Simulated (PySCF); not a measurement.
**Working with the constants of LiH⁺**

UHF-CCSD(T) constants of LiH⁺, ²Σ⁺ (doublet), unpaired electrons σ ↑ (PySCF, no relativity, basis sets Li def2-SVPD, H def2-SVPD; masses 7.0160 and 1.0078 u):

| Quantity | Value |
| --- | --- |
| ωe | 357.2 cm⁻¹ |
| ωexe | 39.7 cm⁻¹ |
| Be | 3.7252 cm⁻¹ |
| αe | 0.567 cm⁻¹ |
| D (centrifugal) | 0.00162 cm⁻¹ |
| De to Li⁺ + H | 0.108 eV |

Task: Give the vibrational terms G(v) and spacings up to v = 2.

Result: G(v) = ωe(v+½) − ωexe(v+½)².

| v | G(v) (cm⁻¹) | G(v) − G(v−1) | Bv (cm⁻¹) |
| --- | --- | --- | --- |
| 0 | 169 |  | 3.442 |
| 1 | 446 | 278 | 2.875 |
| 2 | 645 | 198 | 2.308 |

Task: How well does the Morse estimate ωe²/(4ωexe) reproduce De, and what is D0?

Result: It gives 0.100 eV, 92 % of the computed De. D0 = De − G(0) = 0.108 − 0.021 = 0.087 eV.

Correlated steps freeze no core orbitals. The bond is weak. Basis-set superposition, not corrected here, can be much of De in a small basis, most of all at correlated wavefunction levels. For an ion De counts to the pair picked by the measured ionisation energies or electron affinities, which need not be the lowest pair at this level. The state is the lowest determinant that a PBE0 search found; another state may lie lower at other levels.
